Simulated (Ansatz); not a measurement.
# quartet C2H5Si: levels of theory compared

We compute a comparison of 3 runs (UHF/3-21G, UB3LYP/6-31G*, U-revPBE/aug-cc-pVDZ) of quartet C2H5Si. 

The calculation is run with Ansatz 0.2.0.

25 further runs of the same task are left out: 25 set aside as unsound or not needed.

### Step 1. The molecule

The species is C2H5Si (8 atoms), meant as a quartet with charge 0. SMILES of the parent species: `C=C[SiH2]`. Geometry: relaxed at PBE0-D4/def2-TZVP. That shape belongs to the parent species and isn't relaxed for this state.

Bond lengths: C1–C2 1.338 Å, C2–Si3 1.837 Å, C1–H4 1.086 Å, C1–H5 1.086 Å, C2–H6 1.089 Å, Si3–H7 1.487 Å, Si3–H8 1.487 Å. Angles: C1–C2–Si3 124.1°, C1–C2–H6 118.0°, Si3–C2–H6 117.8°, C2–C1–H4 121.8°, C2–C1–H5 122.0°, C2–Si3–H7 112.1°, C2–Si3–H8 113.3°, H4–C1–H5 116.2°, H7–Si3–H8 112.2°.

### Step 2. A single-point energy at UHF/3-21G (run 1)

The input, molecule.yaml:

```yaml
crystal:
  periodic: [false, false, false]
  atoms:
    - {symbol: C, position_ang: [-0.408600, 0.930200, -0.877900]}
    - {symbol: C, position_ang: [-0.357700, 0.348900, 0.326600]}
    - {symbol: Si, position_ang: [0.886400, -0.913500, 0.807600]}
    - {symbol: H, position_ang: [0.266200, 0.644900, -1.679900]}
    - {symbol: H, position_ang: [-1.129000, 1.708400, -1.111700]}
    - {symbol: H, position_ang: [-1.056700, 0.689200, 1.089200]}
    - {symbol: H, position_ang: [1.531500, -1.544100, -0.375100]}
    - {symbol: H, position_ang: [0.360000, -1.921200, 1.765400]}
basis:
  gaussian: {orbitals: 3-21G.json}
hamiltonian: {xc: hf}
accuracy: high
magnetization: {spin_polarized: true, initial_magnetization: 3}
output: {orbitals: {seedname: orbitals}}
```

The basis set 3-21G is read from a file made from the Basis Set Exchange's data (not shown).

Command:

```bash
$ ansatz run molecule.yaml --threads 1 --pin off --max-ram 3480MiB --events-out events.jsonl --progress --plain --runs-dir runs
```

The program printed:

```text
Warning: RAYON_NUM_THREADS=1 ignored (pool sized by the plan → 1); use --threads N
Functional definition: HF
  name "HF"
  exchange = exact_x
  correlation = 0
965 factors; integrals over basis functions are off by at most 4.2e-9 eV
mean field evaluation 1: about -9939.6379 eV, gradient 1.4e1 eV
mean field evaluation 2: about -9939.9606 eV, gradient 1.4e1 eV
mean field evaluation 4: about -9942.5178 eV, gradient 3.3e0 eV
mean field evaluation 8: about -9943.2344 eV, gradient 3.8e-1 eV
mean field evaluation 16: about -9943.2411 eV, gradient 1.2e-8 eV
mean field evaluation 32: about -9937.9873 eV, gradient 3.3e0 eV
mean field -9943.24109149 eV, -365.4073703414 hartree, gradient 5.9e-8 eV, S^2 3.769487; 0 other end points of the search recorded, 0 dependent functions left out
reference -9943.24109149 eV, -365.4073703414 hartree; 17, 14 occupied and 24, 27 virtual orbitals, 965 factors
Total energy: -9943.24109149 eV, -365.4073703414 hartree
```

Wall time 0.52 s (1 thread of Arm Neoverse V2, shared host); peak memory 0.098 GiB.

### Step 3. The energy at UB3LYP/6-31G(d) (Cartesian functions) (run 2)

The input, in.yaml:

```yaml
crystal:
  periodic: [false, false, false]
  atoms:
    - {symbol: C, position_ang: [-0.408600, 0.930200, -0.877900]}
    - {symbol: C, position_ang: [-0.357700, 0.348900, 0.326600]}
    - {symbol: Si, position_ang: [0.886400, -0.913500, 0.807600]}
    - {symbol: H, position_ang: [0.266200, 0.644900, -1.679900]}
    - {symbol: H, position_ang: [-1.129000, 1.708400, -1.111700]}
    - {symbol: H, position_ang: [-1.056700, 0.689200, 1.089200]}
    - {symbol: H, position_ang: [1.531500, -1.544100, -0.375100]}
    - {symbol: H, position_ang: [0.360000, -1.921200, 1.765400]}
basis:
  gaussian: {orbitals: "6-31G*"}
magnetization: {spin_polarized: true, initial_magnetization: 3}
output: {orbitals: {seedname: orbitals}}
hamiltonian: {xc: {name: B3LYP}}
accuracy: high
```

Command:

```bash
$ ansatz run in.yaml --threads 1 --pin off --max-ram 3480MiB --events-out events.jsonl --progress --plain --runs-dir runs
```

The program printed:

```text
Warning: RAYON_NUM_THREADS=1 ignored (pool sized by the plan → 1); use --threads N
Functional definition: B3LYP
  name "B3LYP"
  parameter a0 = 0.2
  parameter ax = 0.72
  parameter ac = 0.81
  exchange = (1 - a0 - ax)*slater_x + ax*b88_x + a0*exact_x
  correlation = (1 - ac)*vwn_rpa_c + ac*lyp_c
1337 factors; integrals over basis functions are off by at most 3.9e-9 eV
mean field evaluation 1: about -10021.3945 eV, gradient 3.0e1 eV
mean field evaluation 2: about -10016.1446 eV, gradient 4.0e1 eV
mean field evaluation 4: about -10026.1592 eV, gradient 1.4e0 eV
mean field evaluation 8: about -10026.3042 eV, gradient 5.5e-2 eV
mean field evaluation 16: about -10026.3043 eV, gradient 5.8e-4 eV
mean field -10026.30434280 eV, -368.4598885247 hartree, gradient 9.2e-9 eV, S^2 3.756751; 0 other end points of the search recorded, 0 dependent functions left out
reference -10026.30437844 eV, -368.4598898346 hartree; 17, 14 occupied and 42, 45 virtual orbitals, 1337 factors
Total energy: -10026.30437844 eV, -368.4598898346 hartree
```

It took 8.1 s on 1 thread of Arm Neoverse V2, shared host; peak memory 0.23 GiB.

### Step 4. A single-point energy at U-revPBE/aug-cc-pVDZ (run 3)

molecule.yaml: that of step 2 with these lines changed.

```diff
@@ -1 +1,4 @@
+basis:
+  gaussian:
+    orbitals: aug-cc-pVDZ
 crystal:
@@ -11,7 +14,8 @@
     - {symbol: H, position_ang: [0.360000, -1.921200, 1.765400]}
-basis:
-  gaussian: {orbitals: 3-21G.json}
-hamiltonian: {xc: hf}
+magnetization:
+  spin_polarized: true
+  initial_magnetization: 3
+hamiltonian:
+  xc: {name: revPBE}
 accuracy: high
-magnetization: {spin_polarized: true, initial_magnetization: 3}
 output: {orbitals: {seedname: orbitals}}
```

Command:

```bash
$ ansatz run molecule.yaml --threads 1 --pin off --max-ram 3480MiB --events-out events.jsonl --progress --plain --runs-dir runs
```

The program printed:

```text
Warning: RAYON_NUM_THREADS=1 ignored (pool sized by the plan → 1); use --threads N
Functional definition: revPBE
  name "revPBE"
  parameter kappa = 1.245
  parameter beta = 0.06672455060314922
  exchange = pbe_x(kappa = kappa, mu = beta*pi^2/3)
  correlation = pbe_c(beta = beta)
2333 factors; integrals over basis functions are off by at most 3.9e-9 eV
mean field evaluation 1: about -10000.9289 eV, gradient 5.8e1 eV
mean field evaluation 2: about -9750.7859 eV, gradient 1.5e2 eV
mean field evaluation 4: about -10023.2404 eV, gradient 1.0e1 eV
mean field evaluation 8: about -10024.2289 eV, gradient 3.2e-1 eV
mean field evaluation 16: about -10024.2295 eV, gradient 6.1e-5 eV
mean field evaluation 32: about -10023.5251 eV, gradient 2.3e0 eV
mean field -10024.22948635 eV, -368.3836389564 hartree, gradient 6.6e-8 eV, S^2 3.758264; 2 other end points of the search recorded, 0 dependent functions left out
reference -10024.22949533 eV, -368.3836392865 hartree; 17, 14 occupied and 101, 104 virtual orbitals, 2333 factors
Total energy: -10024.22949533 eV, -368.3836392865 hartree
```

It took 17 s on 1 thread of Arm Neoverse V2, shared host; peak memory 0.43 GiB.

### Step 5. Overview of the runs

| run | level | Cartesian functions | energy (Eh) | HOMO energy (eV) | ⟨S²⟩ | wall time |
| --- | --- | --- | --- | --- | --- | --- |
| 1 | UHF/3-21G | no | -365.407370 | -6.25 | 3.769 | 0.52 s |
| 2 | UB3LYP/6-31G* (Cartesian functions) | yes | -368.459890 | -2.92 | 3.757 | 8.1 s |
| 3 | U-revPBE/aug-cc-pVDZ | no | -368.383639 | -2.53 | 3.758 | 17 s |

### Step 6. Summary of results

```
                                 quantity          value
                      run 3: total energy  -368.38364 Eh
run 3: HOMO energy (highest over α and β)       -2.53 eV
                              run 3: ⟨S²⟩          3.758
```

In words: Totals of different functionals can't be ranked against each other. All runs together took 25 s, the longest 17 s.
